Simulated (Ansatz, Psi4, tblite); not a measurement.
# A ladder of methods for C2HClF2 (SMILES FC(F)=CCl)

C2HClF2: 6 atoms, total charge 0, spin state singlet. As SMILES, `FC(F)=CCl`. Geometry: relaxed at PBE0-D4/def2-TZVP.

Quantity: the HOMO–LUMO gap, in eV. The values are calculated.

```json
{"level": "GFN2-xTB", "kind": "semi-empirical", "program": "tblite", "value (eV)": "4.58"}
{"level": "HF/6-31G* (spherical functions)", "kind": "Hartree–Fock", "program": "Psi4", "value (eV)": "14.97"}
{"level": "SVWN5/6-31G* (spherical functions)", "kind": "LDA", "program": "Psi4", "value (eV)": "5.37"}
{"level": "PBE/6-31G* (spherical functions)", "kind": "GGA", "program": "Ansatz", "value (eV)": "5.45"}
{"level": "M06-L/6-31G* (spherical functions)", "kind": "meta-GGA", "program": "Psi4", "value (eV)": "5.93"}
{"level": "M06-2X/6-31G* (spherical functions)", "kind": "hybrid meta-GGA", "program": "Psi4", "value (eV)": "10.05"}
{"level": "HSE06/6-31G* (spherical functions)", "kind": "range-separated hybrid", "program": "Psi4", "value (eV)": "7.00"}
{"level": "wB97M-V/6-31G* (spherical functions)", "kind": "range-separated hybrid", "program": "Psi4", "value (eV)": "12.31"}
{"level": "B2PLYP/6-31G* (density fitting for correlation, spherical functions)", "kind": "double hybrid", "program": "Psi4", "value (eV)": "10.45"}
```

The values span 4.58 to 14.97 eV. Orbital gaps aren't excitation energies, and those of double hybrids come from the SCF part alone; they tend to grow with the share of exact exchange.
